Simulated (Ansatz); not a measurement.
Reaction: N2H4 (hydrazine, SMILES NN) → N2H4 (parent SMILES NN, triplet)
Each species at its own B3LYP-D3(BJ)/def2-TZVP minimum (Ansatz, an electronic-structure program).

Total energies in hartree (Ansatz). Open shells are spin-unrestricted; no spin-orbit coupling. Correlated methods leave the cores frozen. No relativity. The determinant of H4N2 (parent SMILES NN, triplet) is a saddle point of the SCF energy; a lower one exists, which strains HF and MP2. The spin of H4N2 (parent SMILES NN, triplet) was assumed, and the state is the lowest solution found for it.

```csv
species,HF/cc-pVTZ,CCSD(T)/cc-pVTZ,HF/cc-pVQZ,CCSD(T)/cc-pVQZ,CCSDT(Q)/cc-pVTZ
1: N2H4 (SMILES NN),-111.22421,-111.69834,-111.23352,-111.73574,-111.69928
"2: N2H4 (parent SMILES NN, triplet)",-111.05993,-111.53128,-111.07712,-111.57351,-111.53292
```

Q: Work out the adiabatic triplet-singlet gap (electronic) in kcal/mol: take Hartree-Fock from cc-pVQZ, extrapolate the CCSD(T) correlation energy as X^-3 (X = 3, 4), and add CCSDT(Q) - CCSD(T) in cc-pVTZ. 1 hartree = 627.51 kcal/mol.

A: 
Species 1: correlation (64·(-0.50222) - 27·(-0.47413))/37 = -0.52272; step -0.00094; E1 = -111.23352 + (-0.52272) + (-0.00094) = -111.75718
Species 2: correlation (64·(-0.49639) - 27·(-0.47135))/37 = -0.51466; step -0.00164; E2 = -111.07712 + (-0.51466) + (-0.00164) = -111.59342
-1·E1 +1·E2 = 0.16376 hartree = 102.8 kcal/mol.
